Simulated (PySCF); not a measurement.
**CH (SMILES [CH]): UMP2/cc-pVDZ**

What is the vertical ionisation energy of CH at UMP2/cc-pVDZ? The job is set up through a Python script.

The results are computed with PySCF 2.14.0.

12 further runs of the same task are left out: 2 that didn't finish, 10 set aside as unsound or not needed.

**1. The structure to begin with**

CH: 2 atoms, total charge 0, spin state doublet. As SMILES, `[CH]`. The shape is that of a GFN2-xTB optimisation.

Bond lengths: C1–H2 1.114 Å.

**2. The energy at UMP2/cc-pVDZ**

Input file mol.xyz:

```xyz
2
CH
C      0.000000     0.000000     0.000000
H      0.000000     0.000000     1.114340
```

Input file run.py:

```python
from pyscf import gto, scf, mp

system = gto.M(
    atom='mol.xyz',
    verbose=3,
    basis='cc-pvdz',
    max_memory=1860,
    spin=1,
)

calc0 = scf.UHF(system)
calc0.conv_tol = 1e-10
calc0.kernel()
if not calc0.converged:
    calc0 = calc0.newton().run(calc0.mo_coeff, calc0.mo_occ)

pt = mp.MP2(calc0, frozen=1).run()
e_final = pt.e_tot
print(f'total energy: {e_final:.8f} hartree')
```

On the command line:

```
OMP_NUM_THREADS=1 python run.py
```

The program printed:

```text
converged SCF energy = -38.2725933341337  <S^2> = 0.75698916  2S+1 = 2.006977
E(UMP2) = -38.3519485923762  E_corr = -0.079355258242499
E(SCS-UMP2) = -38.3579136371413  E_corr = -0.0853203030075591
total energy: -38.35194859 hartree
```

It took 0.64 s on 1 thread of Arm Neoverse V2, shared host; peak memory 0.11 GiB.

**3. The singlet cation**

Input file run.py:

```python
from pyscf import gto, mp

mol = gto.M(
    atom=[
    ('C', (0.000000, 0.000000, 0.000000)),
    ('H', (0.000000, 0.000000, 1.114340)),
],
    verbose=4,
    max_memory=1860,
    basis='cc-pvdz',
    charge=1,
    spin=0,
)

mf = mol.RHF()
mf.conv_tol = 1e-10
mf.kernel()
if not mf.converged:
    mf = mf.newton().run(mf.mo_coeff, mf.mo_occ)

pt = mp.MP2(mf, frozen=1).run()
e_final = pt.e_tot
print('E = %.10f Eh' % e_final)
```

On the command line:

```
OMP_NUM_THREADS=1 python run.py
```

The program printed:

```text
PySCF version 2.14.0

[INPUT] num. atoms = 2
[INPUT] num. electrons = 6
[INPUT] charge = 1
[INPUT] spin (= nelec alpha-beta = 2S) = 0
[INPUT] symmetry False subgroup None
[INPUT] Mole.unit = angstrom
[INPUT] Symbol           X                Y                Z      unit          X                Y                Z       unit  Magmom
[INPUT]  1 C      0.000000000000   0.000000000000   0.000000000000 AA    0.000000000000   0.000000000000   0.000000000000 Bohr   0.0
[INPUT]  2 H      0.000000000000   0.000000000000   1.114340000000 AA    0.000000000000   0.000000000000   2.105797409648 Bohr   0.0

nuclear repulsion = 2.84927694017984
number of shells = 8
number of NR pGTOs = 33
number of NR cGTOs = 19
basis = cc-pvdz
ecp = {}

******** <class 'pyscf.scf.hf.RHF'> ********
method = RHF
initial guess = minao
damping factor = 0
level_shift factor = 0
DIIS = <class 'pyscf.scf.diis.CDIIS'>
diis_start_cycle = 1
diis_space = 8
diis_damp = 0
SCF conv_tol = 1e-10
SCF conv_tol_grad = None
SCF max_cycles = 50
direct_scf = True
direct_scf_tol = 1e-13
Set gradient conv threshold to 1e-05
Initial guess from minao.
init E= -37.9252833325484
  HOMO = -0.262090256202876  LUMO = -0.0636369609587764  gap/eV = 5.40019
cycle= 1 E= -37.8119902849034  delta_E= 0.113  |g|= 0.455  |ddm|=  1.2
  HOMO = -0.947904025740826  LUMO = -0.446183210845252  gap/eV = 13.65252
cycle= 2 E= -37.8989615863177  delta_E= -0.087  |g|= 0.0633  |ddm|= 0.713
  HOMO = -0.876176995737581  LUMO = -0.333901610794912  gap/eV = 14.75606
cycle= 3 E= -37.9005790913022  delta_E= -0.00162  |g|= 0.017  |ddm|= 0.0946
  HOMO = -0.876158819499076  LUMO = -0.331261730997628  gap/eV = 14.82741
cycle= 4 E= -37.90075890993  delta_E= -0.00018  |g|= 0.00245  |ddm|= 0.0381
  HOMO = -0.876166040649581  LUMO = -0.331191710045835  gap/eV = 14.82951
cycle= 5 E= -37.9007631262543  delta_E= -4.22e-06  |g|= 0.000161  |ddm|= 0.00606
  HOMO = -0.876181156158715  LUMO = -0.331176073667579  gap/eV = 14.83034
cycle= 6 E= -37.9007631390514  delta_E= -1.28e-08  |g|= 1.5e-05  |ddm|= 0.000399
  HOMO = -0.876181657723165  LUMO = -0.331179050520359  gap/eV = 14.83028
cycle= 7 E= -37.9007631391333  delta_E= -8.2e-11  |g|= 1.44e-06  |ddm|= 3.51e-05
  HOMO = -0.876181401575197  LUMO = -0.331178694432497  gap/eV = 14.83028
Extra cycle  E= -37.9007631391343  delta_E= -9.09e-13  |g|= 4.18e-07  |ddm|= 2.26e-06
converged SCF energy = -37.9007631391343

******** <class 'pyscf.mp.mp2.RMP2'> ********
nocc = 2, nmo = 18
frozen orbitals 1
E(RMP2) = -37.968883989551  E_corr = -0.0681208504167486
E(SCS-RMP2) = -37.9784810319607  E_corr = -0.0777178928264647
E_corr(same-spin) = -0.00464668577726959
E_corr(oppo-spin) = -0.063474164639479
E = -37.9688839896 Eh
```

Wall time 0.64 s (1 thread of Arm Neoverse V2, shared host); peak memory 0.11 GiB.

**4. Results**

Level: UMP2/cc-pVDZ, 1 core orbital frozen.

| quantity | value |
| --- | --- |
| doublet CH: total energy | -38.35195 Eh |
| doublet CH: dipole moment (Hartree–Fock density) | 1.62 D |
| doublet CH: HOMO energy (Hartree–Fock orbitals) (highest over α and β) | -11.38 eV |
| doublet CH: LUMO energy (Hartree–Fock orbitals) (lowest over α and β) | 1.38 eV |
| doublet CH: correlation energy (1 core orbital frozen) | -79.4 mEh |
| doublet CH: ⟨S²⟩ of the reference determinant | 0.757 |
| singlet cation: total energy | -37.96888 Eh |
| singlet cation: HOMO energy (Hartree–Fock orbitals) | -23.84 eV |
| singlet cation: LUMO energy (Hartree–Fock orbitals) | -9.01 eV |
| singlet cation: HOMO–LUMO gap (Hartree–Fock orbitals) | 14.83 eV |
| singlet cation: correlation energy (1 core orbital frozen) | -68.1 mEh |
| vertical ionisation energy (to the singlet cation) | 10.424 eV |

**Reading.** The vertical ionisation energy comes to 10.42 eV (240 kcal/mol). Only the singlet of the ionised species was computed; a triplet could lie lower.
